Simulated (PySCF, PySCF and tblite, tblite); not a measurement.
**C4H8FN: a scan of pseudorotation**

Aim: follow energy and NMR parameters of C4H8FN (`F[C@H]1CCNC1`) along pseudorotation.

Computed with tblite 0.8.0 (tight binding) and PySCF 2.14.0 (DFT, with response routines of our own); each step states its level. Atoms count from 0 throughout.

### 1 The molecule as given

14 atoms, charge 0, multiplicity 1; geometry from: force field or distance geometry start.

Bonds of the start (Å): C1–C2 1.51, C1–C5 1.52, C1–H6 1.09, C2–C3 1.53, C2–H7 1.10, C2–H8 1.10, C3–H10 1.10, C3–H9 1.08, C3–N4 1.46, C5–H12 1.10, C5–H13 1.10, F0–C1 1.37, N4–C5 1.47, N4–H11 1.02.

### 2 GFN2-xTB relaxation, start minimum

The job: settings as JSON, then the geometry in Å.

```
{"job": {"xc": "GFN2-xTB", "basis": "xTB", "kind": "relax"}, "charge": 0, "multiplicity": 1}
F      1.709100    -0.737000     1.240700
C      0.995500    -0.537600     0.085200
C     -0.415000    -1.024600     0.295200
C     -1.255400     0.046000    -0.410300
N     -0.552300     1.290700    -0.100500
C      0.875100     0.946600    -0.218000
H      1.505900    -1.076900    -0.717400
H     -0.658400    -1.068500     1.364700
H     -0.580200    -2.017400    -0.137000
H     -1.284600    -0.128400    -1.480700
H     -2.288300     0.059000    -0.037600
H     -0.742700     1.539900     0.867300
H      1.477200     1.563700     0.470300
H      1.213400     1.144100    -1.244300
```

Launch:

```
> OMP_NUM_THREADS=1 python ens_run.py task.json out
```

One launch serves the whole session.

The program printed:

```text
step      E/eV     max force
  0    -552.30586    1.218
  1    -552.34244    0.389
  2    -552.35262    0.275
  3    -552.36249    0.259
  4    -552.36759    0.207
  5    -552.37106    0.116
  6    -552.37292    0.113
  7    -552.37428    0.095
  8    -552.37515    0.067
  9    -552.37567    0.052
 10    -552.37600    0.052
 11    -552.37632    0.057
 12    -552.37667    0.074
 13    -552.37706    0.070
 14    -552.37747    0.069
 15    -552.37789    0.064
 16    -552.37827    0.049
 17    -552.37860    0.046
 18    -552.37893    0.049
 19    -552.37939    0.072
 20    -552.38011    0.093
 21    -552.38118    0.109
 22    -552.38256    0.120
 23    -552.38423    0.154
 24    -552.38611    0.155
 25    -552.38801    0.132
 26    -552.38978    0.109
 27    -552.39116    0.100
 28    -552.39235    0.101
 29    -552.39368    0.103
 30    -552.39478    0.082
 31    -552.39535    0.087
 32    -552.39596    0.064
 33    -552.39636    0.045
 34    -552.39684    0.042
 35    -552.39711    0.031
 36    -552.39726    0.031
 37    -552.39736    0.028
 38    -552.39749    0.031
 39    -552.39762    0.033
 40    -552.39773    0.027
 41    -552.39780    0.023
 42    -552.39787    0.025
 43    -552.39796    0.031
 44    -552.39806    0.036
 45    -552.39816    0.033
 46    -552.39826    0.025
 47    -552.39838    0.024
 48    -552.39852    0.031
 49    -552.39865    0.029
 50    -552.39872    0.016
 51    -552.39875    0.009
 52    -552.39876    0.008
 53    -552.39877    0.006
 54    -552.39878    0.005
 55    -552.39878    0.004
 56    -552.39879    0.004
 57    -552.39879    0.004
 58    -552.39879    0.002
```

It took 0.23 s on 1 thread of Arm Neoverse V1, shared host.

Gain 0.093 eV; displacement 0.23 Å root mean square.

### 3 Relaxed scan, pseudorotation

The job: settings as JSON, then the geometry in Å.

```
{"job": {"xc": "GFN2-xTB", "basis": "xTB", "coordinate": [["phase", [1, 2, 3, 4, 5], 1]], "kind": "drive"}, "charge": 0, "multiplicity": 1}
F      1.530825    -0.542730     1.469261
C      1.011760    -0.528820     0.185810
C     -0.417237    -1.085633     0.187507
C     -1.273034     0.090070    -0.333488
N     -0.524202     1.303517    -0.050650
C      0.856693     0.928334    -0.297564
H      1.714474    -1.108040    -0.419469
H     -0.691894    -1.343442     1.210688
H     -0.514291    -1.972786    -0.433401
H     -1.384419     0.016149    -1.419534
H     -2.263295     0.128734     0.116775
H     -0.633838     1.547041     0.930362
H      1.552222     1.596581     0.207221
H      1.035557     0.970551    -1.375683
```

The program printed:

```text
point  coordinate     E/eV
  0     18.000     -552.39862
  1     35.800     -552.38644
  2     53.800     -552.35794
  3     71.800     -552.32419
  4     89.900     -552.30014
  5    108.000     -552.29312
  6    126.100     -552.30192
  7    144.100     -552.31929
  8    162.100     -552.33400
  9    180.000     -552.33673
 10    197.900     -552.32550
 11    215.900     -552.30770
 12    233.900     -552.29191
 13    252.000     -552.28072
 14    270.000     -552.27652
 15    288.100     -552.28106
 16    306.200     -552.29891
 17    324.300     -552.32979
 18    342.200     -552.36521
 19    360.100     -552.39107
```

It took 3.1 s on 1 thread of Arm Neoverse V1, shared host.

The highest point is number 14, 2.8 kcal/mol above the first.

### 4 Shieldings, coordinate held at 0.1: BP86/pcSseg-1

The job: settings as JSON, then the geometry in Å.

```
{"job": {"kind": "nmr", "xc": "BP86", "basis": "pcSseg-1", "every": 2, "pop": false}, "charge": 0, "multiplicity": 1}
F      1.594354    -0.749599     1.379381
C      0.974610    -0.602821     0.151350
C     -0.492656    -1.038795     0.237516
C     -1.245492     0.141920    -0.401237
N     -0.464155     1.326552    -0.085379
C      0.914807     0.893193    -0.240917
H      1.569661    -1.196296    -0.548518
H     -0.763075    -1.140806     1.289440
H     -0.681897    -1.983167    -0.266726
H     -1.258043     0.031141    -1.489726
H     -2.269489     0.242952    -0.046334
H     -0.629302     1.586471     0.883638
H      1.596276     1.489733     0.363164
H      1.187598     1.002221    -1.294644
```

The program printed:

```text
coarse grid: 11456 points
cycle   1  E = -311.6515941500  dE =  5.561e-01  |g| = 6.162e-01  |ddm| = 3.268e+00
cycle   2  E = -311.5366861096  dE =  1.149e-01  |g| = 1.016e+00  |ddm| = 1.471e+00
cycle   3  E = -311.7276933907  dE = -1.910e-01  |g| = 1.157e-01  |ddm| = 9.552e-01
cycle   4  E = -311.7299938721  dE = -2.300e-03  |g| = 4.865e-02  |ddm| = 1.154e-01
cycle   5  E = -311.7304981895  dE = -5.043e-04  |g| = 7.535e-03  |ddm| = 4.169e-02
cycle   6  E = -311.7305086905  dE = -1.050e-05  |g| = 2.454e-03  |ddm| = 8.122e-03
cycle   7  E = -311.7305097791  dE = -1.089e-06  |g| = 7.679e-04  |ddm| = 2.814e-03
final grid: 110408 points
cycle   8  E = -311.7862197369  dE = -6.048e-05  |g| = 5.419e-03  |ddm| = 3.122e-02
cycle   9  E = -311.7862083181  dE =  1.142e-05  |g| = 8.769e-03  |ddm| = 1.167e-02
cycle  10  E = -311.7862270370  dE = -1.872e-05  |g| = 1.086e-03  |ddm| = 7.040e-03
cycle  11  E = -311.7862271503  dE = -1.134e-07  |g| = 4.198e-04  |ddm| = 1.058e-03
cycle  12  E = -311.7862272193  dE = -6.901e-08  |g| = 4.259e-05  |ddm| = 2.733e-04
cycle  13  E = -311.7862272197  dE = -3.508e-10  |g| = 1.568e-05  |ddm| = 5.683e-05
converged SCF energy = -311.7862272197

GIAO shielding tensors (ppm)
atom      isotropic    diamagn.    paramagn.     s11        s22        s33       span
  0 F      353.269     472.939    -119.671    316.532    351.412    391.863     75.331
  1 C       77.737     245.609    -167.872     33.561     72.007    127.644     94.083
  2 C      140.385     250.306    -109.921    113.606    147.587    159.963     46.357
  3 C      127.603     247.250    -119.647     83.967    133.122    165.722     81.755
  4 N      201.094     319.444    -118.350    166.508    211.945    224.830     58.322
  5 C      118.822     247.424    -128.602     86.055    122.565    147.846     61.790
  6 H       26.148      30.129      -3.981     23.415     26.359     28.670      5.255
  7 H       30.092      30.804      -0.712     26.070     28.806     35.399      9.329
  8 H       29.365      30.118      -0.753     25.687     27.525     34.882      9.194
  9 H       29.164      30.040      -0.876     23.489     28.060     35.941     12.452
 10 H       28.341      29.419      -1.078     23.735     26.754     34.534     10.799
 11 H       30.491      33.058      -2.567     23.394     28.656     39.424     16.030
 12 H       28.274      29.487      -1.213     24.570     26.960     33.292      8.722
 13 H       28.679      29.692      -1.013     23.215     28.042     34.779     11.564
```

Wall time 18 s (1 thread of Arm Neoverse V1, shared host); peak memory 0.56 GiB.

This run: HOMO -5.34 eV, LUMO 0.48 eV; dipole 1.06 D.

### 5 Shieldings, coordinate held at 71.8: BP86/pcSseg-1

The job: settings as JSON, then the geometry in Å.

```
{"job": {"kind": "nmr", "xc": "BP86", "basis": "pcSseg-1", "every": 2, "pop": false}, "charge": 0, "multiplicity": 1}
F      1.147089    -0.353443     1.679225
C      0.992076    -0.510431     0.312741
C     -0.368116    -1.124561    -0.000103
C     -1.306228     0.092087    -0.169331
N     -0.473424     1.296696    -0.228566
C      0.908647     0.862831    -0.361093
H      1.841156    -1.115452    -0.017388
H     -0.691281    -1.781418     0.805425
H     -0.300481    -1.701633    -0.920220
H     -1.864151     0.011234    -1.107538
H     -2.027707     0.160617     0.645417
H     -0.576005     1.823528     0.632023
H      1.597684     1.582995     0.077438
H      1.142836     0.745426    -1.424245
```

The program printed:

```text
coarse grid: 11456 points
cycle   1  E = -311.6518682569  dE =  5.524e-01  |g| = 6.155e-01  |ddm| = 3.239e+00
cycle   2  E = -311.5314556717  dE =  1.204e-01  |g| = 1.026e+00  |ddm| = 1.499e+00
cycle   3  E = -311.7280004455  dE = -1.965e-01  |g| = 1.155e-01  |ddm| = 9.845e-01
cycle   4  E = -311.7303017493  dE = -2.301e-03  |g| = 4.788e-02  |ddm| = 1.173e-01
cycle   5  E = -311.7307846127  dE = -4.829e-04  |g| = 7.812e-03  |ddm| = 4.271e-02
cycle   6  E = -311.7307965963  dE = -1.198e-05  |g| = 2.503e-03  |ddm| = 8.311e-03
cycle   7  E = -311.7307976476  dE = -1.051e-06  |g| = 6.905e-04  |ddm| = 2.622e-03
final grid: 110408 points
cycle   8  E = -311.7866549268  dE = -6.141e-05  |g| = 5.426e-03  |ddm| = 3.274e-02
cycle   9  E = -311.7866434307  dE =  1.150e-05  |g| = 8.810e-03  |ddm| = 1.184e-02
cycle  10  E = -311.7866622752  dE = -1.884e-05  |g| = 9.666e-04  |ddm| = 7.292e-03
cycle  11  E = -311.7866623847  dE = -1.095e-07  |g| = 4.438e-04  |ddm| = 9.778e-04
cycle  12  E = -311.7866624134  dE = -2.866e-08  |g| = 4.204e-05  |ddm| = 3.130e-04
cycle  13  E = -311.7866624137  dE = -3.016e-10  |g| = 1.878e-05  |ddm| = 5.336e-05
converged SCF energy = -311.7866624137

GIAO shielding tensors (ppm)
atom      isotropic    diamagn.    paramagn.     s11        s22        s33       span
  0 F      358.702     474.762    -116.059    291.808    371.167    413.133    121.325
  1 C       79.659     243.709    -164.050     48.087     70.791    120.099     72.012
  2 C      144.391     250.697    -106.306    119.774    144.455    168.944     49.169
  3 C      131.097     244.814    -113.716     86.391    135.289    171.611     85.220
  4 N      218.522     319.233    -100.711    151.626    242.688    261.251    109.625
  5 C      120.116     246.795    -126.679     86.966    129.902    143.480     56.514
  6 H       26.397      29.772      -3.376     22.836     26.521     29.833      6.997
  7 H       29.544      30.046      -0.503     26.061     27.444     35.127      9.066
  8 H       29.920      30.726      -0.806     25.150     28.102     36.507     11.357
  9 H       28.336      28.917      -0.581     22.370     27.524     35.114     12.744
 10 H       28.239      29.797      -1.559     23.712     26.812     34.193     10.481
 11 H       30.325      32.859      -2.534     21.809     28.602     40.564     18.755
 12 H       28.234      29.280      -1.046     24.205     26.631     33.866      9.661
 13 H       28.874      29.745      -0.871     23.483     27.447     35.691     12.209
```

Run time: 18 s. Hardware: 1 thread of Arm Neoverse V1, shared host; peak memory 0.61 GiB.

Key values: HOMO -5.15 eV, LUMO 0.53 eV; dipole 0.85 D.

### 6 Shieldings, coordinate held at 144.1: BP86/pcSseg-1

The job: settings as JSON, then the geometry in Å.

```
{"job": {"kind": "nmr", "xc": "BP86", "basis": "pcSseg-1", "every": 2, "pop": false}, "charge": 0, "multiplicity": 1}
F      1.119757    -0.532028     1.675328
C      0.974915    -0.564803     0.299609
C     -0.384932    -1.149826    -0.065809
C     -1.290655     0.077222    -0.018185
N     -0.461878     1.124716    -0.596803
C      0.934033     0.863181    -0.254378
H      1.821104    -1.151035    -0.069781
H     -0.687964    -1.927563     0.631468
H     -0.341706    -1.554021    -1.075392
H     -2.195910    -0.041167    -0.616575
H     -1.581968     0.281907     1.023607
H     -0.761908     2.049157    -0.315431
H      1.336425     1.552193     0.497393
H      1.542489     0.947176    -1.160101
```

The program printed:

```text
coarse grid: 11456 points
cycle   1  E = -311.6512131098  dE =  5.689e-01  |g| = 6.199e-01  |ddm| = 3.250e+00
cycle   2  E = -311.5280683643  dE =  1.231e-01  |g| = 1.034e+00  |ddm| = 1.459e+00
cycle   3  E = -311.7289513235  dE = -2.009e-01  |g| = 1.033e-01  |ddm| = 9.477e-01
cycle   4  E = -311.7306958098  dE = -1.744e-03  |g| = 4.616e-02  |ddm| = 1.054e-01
cycle   5  E = -311.7311363005  dE = -4.405e-04  |g| = 7.974e-03  |ddm| = 3.996e-02
cycle   6  E = -311.7311476263  dE = -1.133e-05  |g| = 3.427e-03  |ddm| = 8.603e-03
cycle   7  E = -311.7311495940  dE = -1.968e-06  |g| = 7.180e-04  |ddm| = 2.989e-03
final grid: 110408 points
cycle   8  E = -311.7863121075  dE = -6.063e-05  |g| = 5.983e-03  |ddm| = 3.310e-02
cycle   9  E = -311.7862964832  dE =  1.562e-05  |g| = 1.021e-02  |ddm| = 1.267e-02
cycle  10  E = -311.7863206401  dE = -2.416e-05  |g| = 1.059e-03  |ddm| = 7.905e-03
cycle  11  E = -311.7863207900  dE = -1.498e-07  |g| = 4.176e-04  |ddm| = 1.017e-03
cycle  12  E = -311.7863208165  dE = -2.654e-08  |g| = 4.081e-05  |ddm| = 2.974e-04
cycle  13  E = -311.7863208168  dE = -3.140e-10  |g| = 1.421e-05  |ddm| = 5.081e-05
converged SCF energy = -311.7863208168

GIAO shielding tensors (ppm)
atom      isotropic    diamagn.    paramagn.     s11        s22        s33       span
  0 F      349.730     474.391    -124.661    275.998    354.918    418.274    142.276
  1 C       80.273     244.237    -163.964     46.734     71.099    122.985     76.250
  2 C      143.339     248.897    -105.557    125.176    144.610    160.232     35.055
  3 C      130.531     245.796    -115.264    101.703    122.701    167.189     65.486
  4 N      217.567     318.978    -101.411    142.636    211.893    298.173    155.537
  5 C      121.516     245.592    -124.075     99.210    119.102    146.237     47.027
  6 H       26.237      29.407      -3.170     22.473     26.252     29.985      7.512
  7 H       29.585      29.557       0.028     26.390     27.143     35.222      8.831
  8 H       29.909      30.235      -0.325     25.561     27.477     36.690     11.129
  9 H       28.316      28.825      -0.508     23.731     26.376     34.842     11.110
 10 H       28.166      30.205      -2.039     23.805     26.448     34.246     10.441
 11 H       31.177      31.909      -0.733     21.520     30.150     41.860     20.340
 12 H       28.157      29.299      -1.142     24.232     26.803     33.436      9.203
 13 H       27.912      28.950      -1.039     22.818     26.808     34.109     11.291
```

Run time: 18 s. Hardware: 1 thread of Arm Neoverse V1, shared host; peak memory 0.63 GiB.

Key values: HOMO -4.93 eV, LUMO 0.66 eV; dipole 0.66 D.

### 7 Shieldings, coordinate held at 215.9: BP86/pcSseg-1

The job: settings as JSON, then the geometry in Å.

```
{"job": {"kind": "nmr", "xc": "BP86", "basis": "pcSseg-1", "every": 2, "pop": false}, "charge": 0, "multiplicity": 1}
F      1.771722    -0.994139     1.166361
C      1.025439    -0.615345     0.072278
C     -0.422965    -1.112329     0.184502
C     -1.284296     0.109012    -0.175177
N     -0.341445     1.063183    -0.742424
C      0.896074     0.906636    -0.007677
H      1.537749    -1.026050    -0.802585
H     -0.610799    -1.449141     1.203011
H     -0.602897    -1.944822    -0.491992
H     -2.048279    -0.125520    -0.918802
H     -1.785775     0.494679     0.726484
H     -0.693024     2.013347    -0.720230
H      0.862932     1.308158     1.019283
H      1.719951     1.376258    -0.545748
```

The program printed:

```text
coarse grid: 11456 points
cycle   1  E = -311.6514693572  dE =  5.683e-01  |g| = 6.090e-01  |ddm| = 3.293e+00
cycle   2  E = -311.5454364526  dE =  1.060e-01  |g| = 9.821e-01  |ddm| = 1.398e+00
cycle   3  E = -311.7271501414  dE = -1.817e-01  |g| = 9.086e-02  |ddm| = 8.772e-01
cycle   4  E = -311.7284524232  dE = -1.302e-03  |g| = 4.249e-02  |ddm| = 9.043e-02
cycle   5  E = -311.7288291419  dE = -3.767e-04  |g| = 7.249e-03  |ddm| = 3.489e-02
cycle   6  E = -311.7288389276  dE = -9.786e-06  |g| = 2.897e-03  |ddm| = 8.500e-03
final grid: 110408 points
cycle   7  E = -311.7847629059  dE = -4.993e-05  |g| = 9.223e-03  |ddm| = 3.234e-02
cycle   8  E = -311.7847177995  dE =  4.511e-05  |g| = 1.774e-02  |ddm| = 2.151e-02
cycle   9  E = -311.7847808931  dE = -6.309e-05  |g| = 1.258e-03  |ddm| = 1.403e-02
cycle  10  E = -311.7847812444  dE = -3.513e-07  |g| = 3.859e-04  |ddm| = 1.278e-03
cycle  11  E = -311.7847812349  dE =  9.560e-09  |g| = 5.282e-05  |ddm| = 2.650e-04
cycle  12  E = -311.7847812354  dE = -5.783e-10  |g| = 2.091e-05  |ddm| = 7.767e-05
converged SCF energy = -311.7847812354

GIAO shielding tensors (ppm)
atom      isotropic    diamagn.    paramagn.     s11        s22        s33       span
  0 F      374.135     470.573     -96.438    348.565    377.365    396.475     47.911
  1 C       81.862     243.596    -161.735     36.490     71.780    137.315    100.825
  2 C      147.273     249.642    -102.370    116.487    154.359    170.973     54.486
  3 C      131.272     245.643    -114.371    104.571    121.285    167.960     63.389
  4 N      211.767     319.052    -107.285    145.622    205.697    283.983    138.361
  5 C      122.600     248.126    -125.526     98.552    117.543    151.705     53.154
  6 H       26.157      29.356      -3.200     23.348     26.194     28.928      5.580
  7 H       29.873      30.043      -0.169     26.444     28.284     34.892      8.448
  8 H       29.317      29.748      -0.431     25.134     27.723     35.094      9.960
  9 H       28.328      28.944      -0.616     24.052     26.347     34.585     10.533
 10 H       28.217      29.824      -1.607     23.181     27.334     34.136     10.954
 11 H       31.444      31.602      -0.158     22.240     30.109     41.984     19.745
 12 H       28.627      30.285      -1.658     24.659     27.616     33.605      8.946
 13 H       28.034      29.104      -1.070     24.694     26.374     33.035      8.341
```

Run time: 17 s. Hardware: 1 thread of Arm Neoverse V1, shared host; peak memory 0.58 GiB.

In short: HOMO -5.19 eV, LUMO 0.43 eV; dipole 1.57 D.

### 8 Shieldings, coordinate held at 288.1: BP86/pcSseg-1

The job: settings as JSON, then the geometry in Å.

```
{"job": {"kind": "nmr", "xc": "BP86", "basis": "pcSseg-1", "every": 2, "pop": false}, "charge": 0, "multiplicity": 1}
F      1.882004    -1.097003     0.912065
C      0.973067    -0.634461    -0.011638
C     -0.457558    -1.020200     0.352154
C     -1.261769     0.050160    -0.387585
N     -0.422935     1.249743    -0.436551
C      0.935081     0.897739    -0.031379
H      1.275637    -1.050417    -0.978273
H     -0.579362    -0.930456     1.433140
H     -0.716398    -2.032004     0.050042
H     -1.444622    -0.273306    -1.419671
H     -2.225953     0.248920     0.081261
H     -0.792902     1.987990     0.148513
H      1.193562     1.265092     0.969545
H      1.651856     1.313939    -0.744548
```

The program printed:

```text
coarse grid: 11456 points
cycle   1  E = -311.6497583786  dE =  5.655e-01  |g| = 6.087e-01  |ddm| = 3.255e+00
cycle   2  E = -311.5487805199  dE =  1.010e-01  |g| = 9.720e-01  |ddm| = 1.470e+00
cycle   3  E = -311.7251959665  dE = -1.764e-01  |g| = 9.742e-02  |ddm| = 9.180e-01
cycle   4  E = -311.7267041028  dE = -1.508e-03  |g| = 4.438e-02  |ddm| = 9.607e-02
cycle   5  E = -311.7271165136  dE = -4.124e-04  |g| = 7.484e-03  |ddm| = 3.905e-02
cycle   6  E = -311.7271262771  dE = -9.764e-06  |g| = 3.046e-03  |ddm| = 8.823e-03
final grid: 110408 points
cycle   7  E = -311.7822851970  dE = -5.850e-05  |g| = 8.457e-03  |ddm| = 3.316e-02
cycle   8  E = -311.7822482592  dE =  3.694e-05  |g| = 1.601e-02  |ddm| = 2.020e-02
cycle   9  E = -311.7823008303  dE = -5.257e-05  |g| = 1.261e-03  |ddm| = 1.326e-02
cycle  10  E = -311.7823011433  dE = -3.130e-07  |g| = 3.763e-04  |ddm| = 1.269e-03
cycle  11  E = -311.7823011660  dE = -2.274e-08  |g| = 5.536e-05  |ddm| = 2.565e-04
cycle  12  E = -311.7823011666  dE = -5.839e-10  |g| = 2.664e-05  |ddm| = 8.031e-05
converged SCF energy = -311.7823011666

GIAO shielding tensors (ppm)
atom      isotropic    diamagn.    paramagn.     s11        s22        s33       span
  0 F      383.209     470.155     -86.946    357.482    369.815    422.331     64.848
  1 C       79.829     244.460    -164.632     31.329     71.552    136.605    105.276
  2 C      143.102     249.784    -106.682    118.903    149.216    161.188     42.285
  3 C      131.449     245.390    -113.942     93.482    130.475    170.389     76.907
  4 N      222.856     319.998     -97.142    146.639    242.326    279.602    132.963
  5 C      124.585     246.523    -121.938     95.764    122.567    155.423     59.659
  6 H       25.975      29.936      -3.961     23.296     26.445     28.183      4.886
  7 H       29.715      30.714      -0.999     26.588     28.362     34.196      7.607
  8 H       29.648      29.823      -0.175     26.581     27.195     35.168      8.587
  9 H       28.291      29.410      -1.120     22.535     27.332     35.005     12.470
 10 H       28.381      29.310      -0.929     24.507     26.886     33.750      9.243
 11 H       30.825      32.497      -1.672     21.704     30.372     40.401     18.697
 12 H       28.451      30.298      -1.847     24.703     27.025     33.626      8.922
 13 H       27.972      28.718      -0.746     23.737     26.906     33.273      9.536
```

Wall time 17 s (1 thread of Arm Neoverse V1, shared host); peak memory 0.58 GiB.

Key values: HOMO -4.99 eV, LUMO 0.31 eV; dipole 1.39 D.

[end of part 1 of 3]
